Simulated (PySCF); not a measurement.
A species of formula C5H11N has this rotational fingerprint, computed with CAM-B3LYP/def2-SVPD in PySCF (dipole) on a GFN2-xTB geometry, gas phase:

```
Rotational constants : A = 8582, B = 2392, C = 2043 MHz
Dipole components    : |μa| = 0.32 D, |μb| = 0.01 D, |μc| = 0.78 D
Inertial defect      : -22.79 u·Å²
κ                    : -0.89
```

Task: Which structure is it? (One computed conformer of each.)
A. `[CH2:1]=[CH:2][C@H:3]([CH3:4])[CH2:5][NH2:6]` with C1–C2–C3–C4 -121°, C2–C3–C5–N6 -68°, C3–C5–N6–H 178° and 59°
B. `[CH3:1][CH2:2][N:3]1[CH2:4][CH2:5][CH2:6]1` with C1–C2–N3–C4 -179°, C2–N3–C4–C5 -138°, N3–C4–C5–C6 14°, C4–C5–C6–N3 -14°, C2–N3–C6–C5 138°

Result: B. It is CCN1CCC1, an asymmetric top, point group C1. The candidates at the same level (rigid rotor, commonest isotopes):

```
       SMILES  A (MHz)  B (MHz)  C (MHz)  μa (D)  μb (D)  μc (D)  Δ (u·Å²)  point group           rotor
C=C[C@H](C)CN     3840     3122     1901    0.12    0.23    1.16    -27.55           C1  asymmetric top
     CCN1CCC1     8582     2392     2043    0.32    0.01    0.78    -22.79           C1  asymmetric top
```

`C=C[C@H](C)CN` has A 55 % too low. No structure here is proved a minimum.
